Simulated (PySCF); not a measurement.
```xyz
4
charge 1 multiplicity 1, angstrom
S     0.0000    0.0000   -0.4535
F     1.3255    0.0000    0.2544
F    -0.6628    1.1479    0.2544
F    -0.6628   -1.1479    0.2544
```

Method: PBE0 in PySCF with S def2-TZVP, F def2-TZVP; no relativity; density-fitted integrals.

This geometry of SF₃⁺ is a stationary point at this level.

(1) What is the point group?

(2) Is it a minimum?

(3) Which band is strongest in the infrared?

(4) What are the dipole moment and the gap between the highest occupied and lowest empty levels?

## Answers

(1) C3v.

(2) Yes: all harmonic wavenumbers are real.

(3) 1005 cm⁻¹ (e), 383 km/mol.

(4) 1.67 D about the centre of mass and 10.17 eV.

This need not be the most stable arrangement of these atoms.
